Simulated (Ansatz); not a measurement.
Working through a single point in a Gaussian basis of BH7OSi, SMILES [BH3-][OH+][SiH3]

With Ansatz 0.2.0 through its Python package.

The cells in order, each with its output:

```python
import json

import ansatz as az
```

```python
bh7osi = (
    az.Crystal.molecule()
    .atom("B", (-0.8789, 0.6542, -0.5785))
    .atom("O", (0.5328, 0.4959, -0.4664))
    .atom("Si", (0.7778, -0.6542, 0.7749))
    .atom("H", (-1.4192, -0.307, -0.8743))
    .atom("H", (-1.1349, 1.4751, -1.4822))
    .atom("H", (-1.3817, 1.1768, 0.4124))
    .atom("H", (0.8385, 0.0373, -1.2933))
    .atom("H", (0.191, -1.914, 0.4547))
    .atom("H", (0.2996, -0.1261, 2.1106))
    .atom("H", (2.2582, -0.8891, 0.9449))
)

base = (
    bh7osi.calculation()
    .basis(gaussian="def2-SVPD")
    .functional("pbe0")
)
trace = []
outcome = base.session().plan().execute(on_event=trace.append)
summary = outcome.report

summary["n_occupied"], summary["n_virtual"]
```

    ([17, 17], [106, 106])

```python
type(outcome).__name__, type(summary).__name__
```

    ('RunOutcome', 'dict')

```python
{key: value for key, value in summary.items() if isinstance(value, (int, float)) and "ev" in key}
```

    {'free_energy_ev': -10702.989083161248, 'reference_energy_ev': -10702.989083161248}

```python
for event in trace:
    if event["event"] == "mean_field_evaluation" and event["data"]["evaluation"] <= 25:
        print("pass {evaluation:3d}  E = {energy_ev:.6f} eV  gradient {gradient_ev:.1e}".format(**event["data"]))
```

    pass   1  E = -10698.989642 eV  gradient 4.1e+01
    pass   2  E = -10696.582506 eV  gradient 5.7e+01
    pass   3  E = -10702.814425 eV  gradient 7.1e+00
    pass   4  E = -10702.913958 eV  gradient 1.6e+00
    pass   5  E = -10702.920255 eV  gradient 2.4e-01
    pass   6  E = -10702.920205 eV  gradient 2.4e-01
    pass   7  E = -10702.921252 eV  gradient 2.4e-01
    pass   8  E = -10702.921426 eV  gradient 3.6e-02
    pass   9  E = -10702.989020 eV  gradient 1.3e-01
    pass  10  E = -10702.989047 eV  gradient 1.9e-02
    pass  11  E = -10702.989048 eV  gradient 6.2e-03
    pass  12  E = -10702.989048 eV  gradient 1.1e-03
    pass  13  E = -10702.989048 eV  gradient 1.6e-04
    pass  14  E = -10702.989048 eV  gradient 1.7e-04
    pass  15  E = -10702.989048 eV  gradient 2.7e-05
    pass  16  E = -10702.989048 eV  gradient 2.7e-05

```python
print(f"E = {summary['free_energy_ev']:.6f} eV = {summary['free_energy_ev'] / 27.211386246:.7f} Ha")
print("converged:", summary["converged"], " doubts:", summary["published_state_doubts"] or "none")
```

    E = -10702.989083 eV = -393.3275941 Ha
    converged: True  doubts: none

```python
field = summary["mean_field"]
print("<S^2> =", round(abs(field["state"]["spin_squared"]), 4), " all-electron relativity setting:", field["relativity"])
print("passes:", field["passes"])
if "symmetry" in field:
    print("occupied orbitals by irrep:", field["symmetry"]["occupied"])
with open("bh7osi.json", "w") as handle:
    json.dump({k: summary[k] for k in ("free_energy_ev", "reference_energy_ev", "n_occupied", "n_virtual")}, handle, indent=1)
```

    <S^2> = 0.0  all-electron relativity setting: none
    passes: {'evaluations': 14, 'products': 11}
    occupied orbitals by irrep: [{'A': 17}, {'A': 17}]

`bh7osi.json`, as written:
```json
{
 "free_energy_ev": -10702.989083161248,
 "reference_energy_ev": -10702.989083161248,
 "n_occupied": [
  17,
  17
 ],
 "n_virtual": [
  106,
  106
 ]
}
```

Caveats:
- These settings explore the input space; basis and method may be short of convergence.
- The geometry is a force-field or estimated start, not a minimum of this method, and the basis set is short of its limit.
- Early passes use coarser integrals and grids, so their energies can't be compared with the last.
- Finished in 3.3 s on 1 thread of Arm Neoverse V2 (shared host), peak memory 0.24 GiB.
